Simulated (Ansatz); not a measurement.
# C4H9N: the cost of one run

Program: Ansatz 0.2.0. Level of theory: RKS PBE0-D4/def2-SVP. These are calculated values, not measurements.

**1. The structure to begin with**

Bond lengths: C1–C2 1.286 Å, C2–C3 1.473 Å, C2–C4 1.470 Å, C4–N5 1.423 Å, C1–H6 1.148 Å, C1–H7 1.107 Å, C3–H8 1.074 Å, C3–H9 1.152 Å, C3–H10 1.102 Å, C4–H11 1.156 Å, C4–H12 1.122 Å, N5–H13 1.038 Å, N5–H14 0.996 Å. Angles (14 of 21 angles, heavy atoms first): C1–C2–C3 120.0°, C1–C2–C4 125.3°, C3–C2–C4 114.7°, C2–C4–N5 116.0°, C2–C1–H6 122.6°, C2–C1–H7 125.4°, C2–C3–H8 114.2°, C2–C3–H9 113.8°, C2–C3–H10 113.2°, C2–C4–H11 109.1°, C2–C4–H12 108.6°, N5–C4–H11 109.5°, N5–C4–H12 111.2°, C4–N5–H13 105.3°.

Coordinates:

```xyz
14

C    -0.6521    1.5148    0.4890
C    -0.1390    0.3414    0.3770
C     1.0258   -0.0338    1.1971
C    -0.6043   -0.7043   -0.5459
N     0.2937   -1.0565   -1.5920
H    -1.5681    1.8506   -0.1162
H    -0.2802    2.3167    1.1554
H     0.8761   -0.9100    1.8000
H     1.3478    0.7795    1.9472
H     1.9272   -0.2440    0.5995
H    -1.6184   -0.3845   -0.9985
H    -0.9008   -1.6049    0.0540
H     0.4309   -0.1855   -2.1398
H    -0.1517   -1.7088   -2.1981
```

**2. End point A**

input.yaml

```yaml
crystal:
  periodic: [false, false, false]
  atoms:
    - { symbol: C, position_ang: [-0.6521, 1.5148, 0.489] }
    - { symbol: C, position_ang: [-0.139, 0.3414, 0.377] }
    - { symbol: C, position_ang: [1.0258, -0.0338, 1.1971] }
    - { symbol: C, position_ang: [-0.6043, -0.7043, -0.5459] }
    - { symbol: "N", position_ang: [0.2937, -1.0565, -1.592] }
    - { symbol: H, position_ang: [-1.5681, 1.8506, -0.1162] }
    - { symbol: H, position_ang: [-0.2802, 2.3167, 1.1554] }
    - { symbol: H, position_ang: [0.8761, -0.91, 1.8] }
    - { symbol: H, position_ang: [1.3478, 0.7795, 1.9472] }
    - { symbol: H, position_ang: [1.9272, -0.244, 0.5995] }
    - { symbol: H, position_ang: [-1.6184, -0.3845, -0.9985] }
    - { symbol: H, position_ang: [-0.9008, -1.6049, 0.054] }
    - { symbol: H, position_ang: [0.4309, -0.1855, -2.1398] }
    - { symbol: H, position_ang: [-0.1517, -1.7088, -2.1981] }
basis:
  gaussian: { orbitals: def2-SVP }
hamiltonian:
  xc: pbe0
  dispersion: d4
relax:
  f_tol: 0.015
  max_steps: 40
```

Launch:

```
$ ansatz run input.yaml --threads 2 --pin off --max-ram 3072MiB --backend cpu --events-out ev --progress --plain --runs-dir out
```

What time and memory should one allow on 2 threads of Intel Xeon at 2.80GHz (Skylake/Cascade Lake), shared host?

About 45 s, with a peak of 0.28 GiB.
